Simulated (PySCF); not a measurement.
**C2H5S2 (SMILES [CH2]SSC) at U-r2SCAN/def2-SVP (density fitting with cc-pvqz-jkfit)**

What is the vertical ionisation energy of C2H5S2 at U-r2SCAN/def2-SVP (density fitting with cc-pvqz-jkfit)? The job is set up through a Python script.

Program for the calculation: PySCF 2.14.0.

2 further runs of the same task are left out: 2 set aside as unsound or not needed.

### Step 1. Starting point

C2H5S2 has 9 atoms, charge 0, and is taken as a doublet. SMILES: `[CH2]SSC`. The shape is that of a PBE0-D4/def2-TZVP optimisation. This is one conformer, not always the lowest.

Bond lengths: C1–S2 1.701 Å, S2–S3 2.040 Å, S3–C4 1.805 Å, C1–H5 1.082 Å, C1–H6 1.081 Å, C4–H7 1.089 Å, C4–H8 1.089 Å, C4–H9 1.092 Å. Some angles: C1–S2–S3 104.2°, S2–S3–C4 102.3°, S2–C1–H5 116.9°, S2–C1–H6 120.8°, S3–C4–H7 110.6°, S3–C4–H8 110.8°, S3–C4–H9 106.0°, H5–C1–H6 121.5°, H7–C4–H8 110.6°, H7–C4–H9 109.3°.

### Step 2. A single-point energy at U-r2SCAN/def2-SVP (density fitting with cc-pvqz-jkfit)

job.py

```python
from pyscf import gto, dft

mol = gto.Mole()
mol.atom = '''
C     -0.266100     1.444300    -1.324500
S      1.223300     0.811500    -0.799100
S      0.892400     0.305900     1.149500
C      0.031800    -1.272800     0.996500
H     -0.409300     1.537400    -2.393000
H     -0.958400     1.885900    -0.621300
H     -0.902000    -1.148400     0.449500
H      0.664800    -2.013300     0.509100
H     -0.188000    -1.596900     2.016200
'''
mol.spin = 1
mol.verbose = 3
mol.max_memory = 1860
mol.basis = 'def2-svp'
mol.build()

calc0 = dft.UKS(mol)
calc0.xc = 'r2scan'
calc0 = calc0.density_fit(auxbasis='cc-pvqz-jkfit')
calc0.grids.level = 4
calc0.conv_tol = 1e-10
calc0.kernel()
if not calc0.converged:
    calc0 = calc0.newton().run(calc0.mo_coeff, calc0.mo_occ)

e_final = calc0.e_tot
print(f'total energy: {e_final:.8f} hartree')
```

Command:

```console
$ OMP_NUM_THREADS=1 python job.py
```

What it wrote:

```text
converged SCF energy = -875.134184880457  <S^2> = 0.75710294  2S+1 = 2.0070904
total energy: -875.13418488 hartree
```

It took 27 s on 1 thread of AMD EPYC 9R14 (Zen 4), shared host; peak memory 0.49 GiB.

### Step 3. The singlet cation, same level

mol.xyz

```xyz
9

C     -0.266100     1.444300    -1.324500
S      1.223300     0.811500    -0.799100
S      0.892400     0.305900     1.149500
C      0.031800    -1.272800     0.996500
H     -0.409300     1.537400    -2.393000
H     -0.958400     1.885900    -0.621300
H     -0.902000    -1.148400     0.449500
H      0.664800    -2.013300     0.509100
H     -0.188000    -1.596900     2.016200
```

calc.py

```python
from pyscf import gto, dft

mol = gto.Mole()
mol.atom = 'mol.xyz'
mol.charge = 1
mol.basis = 'def2-svp'
mol.spin = 0
mol.max_memory = 1860
mol.verbose = 3
mol.build()

mf = dft.RKS(mol)
mf.xc = 'r2scan'
mf = mf.density_fit(auxbasis='cc-pvqz-jkfit')
mf.grids.level = 4
mf.conv_tol = 1e-10
mf.kernel()
if not mf.converged:
    mf = mf.newton().run(mf.mo_coeff, mf.mo_occ)

etot = mf.e_tot
print(f'total energy: {etot:.8f} hartree')
```

Command:

```console
$ OMP_NUM_THREADS=1 python calc.py
```

What it wrote:

```text
converged SCF energy = -874.852760306082
total energy: -874.85276031 hartree
```

Run time: 15 s. Hardware: 1 thread of AMD EPYC 9R14 (Zen 4), shared host; peak memory 0.41 GiB.

### Step 4. Summary of results

Level: U-r2SCAN/def2-SVP (density fitting with cc-pvqz-jkfit).

```
                                          quantity          value
                      doublet C2H5S2: total energy  -875.13418 Eh
                     doublet C2H5S2: dipole moment         1.75 D
doublet C2H5S2: HOMO energy (highest over α and β)       -4.50 eV
 doublet C2H5S2: LUMO energy (lowest over α and β)       -2.11 eV
                              doublet C2H5S2: ⟨S²⟩          0.757
                      singlet cation: total energy  -874.85276 Eh
                       singlet cation: HOMO energy      -11.75 eV
                       singlet cation: LUMO energy      -10.55 eV
                     singlet cation: HOMO–LUMO gap        1.20 eV
vertical ionisation energy (to the singlet cation)       7.658 eV
```

What this shows: Removing an electron at fixed nuclei costs 7.66 eV (739 kJ/mol). Only the singlet of the ionised species was computed; a triplet could lie lower. Mulliken charges (doublet C2H5S2) run from -0.19 on C1 to +0.10 on H6; they depend strongly on the basis.
